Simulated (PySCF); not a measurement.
Spectrum to structure. Level of theory: TDDFT PBE0/def2-SVPD, vertical, gas phase, core orbitals frozen in the response (PySCF). Geometries: GFN2-xTB, one conformer each.

| state | E (eV) | f |
| --- | --- | --- |
| S1 | 5.81 | 0.0001 |
| S2 | 6.28 | 0.332 |
| S3 | 6.75 | 0.0067 |
| S4 | 6.97 | 0.0080 |
| S5 | 7.08 | 0.0002 |
| S6 | 7.44 | 0.0001 |

Triplets computed (Tamm–Dancoff): 3.92, 5.27 eV.

Question: Which structure fits?
A. `Cl/C(C)=C/Cl`
B. `Cn1cncn1`
C. `C=CC(Cl)Cl`
D. `O=COC=O`

Answer: A. Its S1 lies at 5.81 eV; the nearest of the others has S1 at 6.21 eV. S1 is HOMO→LUMO+1 (98%). Löwdin shares by element: HOMO carbon 48% or more, chlorine 45%; LUMO carbon 64% or more, chlorine 19% (atoms not listed hold the other 17%). At the same level the other candidates give, for their lowest levels:
- `Cn1cncn1`: 6.21 eV (f 0.005); 6.98 eV (f 0.109); 7.19 eV (f 0.002); 7.31 eV (f 0.001); 7.41 eV (f 0.044); T1 4.89 eV; HOMO -7.73, LUMO 0.04 eV
- `O=COC=O`: 4.71 eV (f 0.002); 5.74 eV (f 0.000); 7.00 eV (f 0.000); 7.58 eV (f 0.136); 7.96 eV (f 0.006); T1 4.18 eV; HOMO -8.42, LUMO -1.64 eV
- `C=CC(Cl)Cl`: 6.51 eV (f 0.087); 6.54 eV (f 0.000); 6.66 eV (f 0.003); 6.88 eV (f 0.078); 7.07 eV (f 0.145); T1 4.28 eV; HOMO -8.26, LUMO -0.92 eV
